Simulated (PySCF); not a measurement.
Species: H6SSi2.
Cartesian coordinates in Å at the PBE0-D3(BJ)/def2-SVP level; atoms count from 1:
```
atom  x, y, z in Å
Si1   -1.2952    0.4085    0.0701
Si2    0.6217   -0.9132   -0.1827
S3     2.2702    0.0281    0.8402
H4    -2.4666   -0.1789   -0.6519
H5    -1.0135    1.7656   -0.4948
H6    -1.6252    0.5499    1.5202
H7     0.4711   -2.2384    0.4874
H8     0.9216   -1.1411   -1.6310
H9     2.1451    1.2094    0.1962
```

Computed, not measured: PySCF, PBE0-D3(BJ)/def2-SVP geometry optimisation, gas phase.

Masses are those of the commonest isotopes; rigid-rotor values at the optimised geometry. The values belong to one conformer with, in the numbering `[SiH3:1][SiH2:2][SH:3]`, Si1–Si2–S3–H -55°.

Q: Give the principal moments of inertia and the rotational constants in MHz.

A: Ia = 50.35, Ib = 227.24, Ic = 263.41 u·Å²; 505379 MHz·u·Å²/I gives A = 10038, B = 2224, C = 1919 MHz.

Q: Classify the top.

A: A near-prolate asymmetric top. Ray's parameter κ = (2B − A − C)/(A − C) = -0.925; −1 is the prolate and +1 the oblate limit.

Q: What does the inertial defect say?

A: Not planar: Δ = Ic − Ia − Ib = -14.18 u·Å². For a rigid frame Δ = −2 Σ m c², so Σ m c² = 7.09 u·Å² lies off the ab plane: 7.03 from hydrogen and 0.06 from heavier atoms. The atom farthest from that plane is 1.26 Å away.

Q: Give the other two planar moments, Paa and Pbb, and the rms extents of the mass along the axes.

A: Paa = Σ m a² = (Ib + Ic − Ia)/2 = 220.15 and Pbb = Σ m b² = (Ia + Ic − Ib)/2 = 43.26 u·Å². With the mass M = 93.97 u, the rms extents √(P/M) along a, b and c are 1.53, 0.68, 0.27 Å.

Q: Which lines would a microwave search look for?

A: The dipole components are |μa| = 0.93 D, |μb| = 0.03 D, |μc| = 0.68 D. Intensities carry the squares of the components, which stand as 1.00 : 0.00 : 0.54 (a : b : c). Some of the stronger lines:

```
type  branch         J(Ka,Kc)    MHz  lower level (cm⁻¹)
   a       Q  1(1,0) ← 1(1,1)    305               0.399
   a       Q  2(1,1) ← 2(1,2)    916               0.665
   a       Q  3(1,2) ← 3(1,3)   1832               1.064
   a       R  1(0,1) ← 0(0,0)   4143               0.000
   c       Q  3(1,3) ← 3(0,3)   7089               0.828
   a       R  2(1,2) ← 1(1,1)   7980               0.399
   a       R  2(1,1) ← 1(1,0)   8591               0.409
   a       R  3(2,1) ← 2(2,0)  12463               1.478
   c       R  2(1,1) ← 1(0,1)  16710               0.138
   c       R  3(1,2) ← 2(0,2)  21314               0.414
   c       R  2(2,0) ← 1(1,0)  32042               0.409
   c       R  2(2,1) ← 1(1,1)  32339               0.399
   c       R  3(3,0) ← 2(2,0)  52259               1.478
   c       R  3(3,1) ← 2(2,1)  52268               1.478
```

Not checked by PBE0-D3(BJ)/def2-SVP frequencies. Constants of a rigid frame at the computed geometry: no zero-point averaging, no centrifugal distortion. A rigid rotor knows nothing of internal rotation, which can split or shift real lines.

Time: 11 s of wall time; peak memory 0.36 GiB. Hardware: one thread, Arm Neoverse V1 (aarch64), shared host. This is the geometry optimisation.
